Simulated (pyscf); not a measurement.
Thermochemistry of product channels of AsH₂• (SMILES [AsH2]) + H₃Si–SiH₃ (SMILES [SiH3][SiH3]) on the doublet surface, in kcal/mol, from ωB97M-D3(BJ)/def2-TZVP energies (ideal gas, 1 atm, RRHO with modes under 100 cm⁻¹ raised to 100, one conformer, R ln 2 for chiral ones without a mode under 150 cm⁻¹). Structures and frequencies: ωB97X-D3(BJ)/def2-SVP in PySCF.

| products | ΔE | ΔH(298 K) | ΔG(600 K) | ΔG(900 K) |
|---|---|---|---|---|
| H₃Si–AsH₂ (SMILES [SiH3][AsH2]) + SiH₃• (SMILES [SiH3]) | +11.6 | +11.8 | +10.4 | +9.7 |
| H₃Si–SiH₂–AsH• (SMILES [SiH3][SiH2][AsH]) + H₂ (SMILES [H][H]) | -3.3 | -3.9 | -2.5 | -2.6 |

These are energies of the channels, which say nothing of barriers. H₃Si–SiH₂–AsH• lies 8.1 kcal/mol over its isomer H₃Si–As•–SiH₃ (electronic energy, ωB97M-D3(BJ)/def2-TZVP). Elements up to Kr have no core potential and no relativistic terms here.
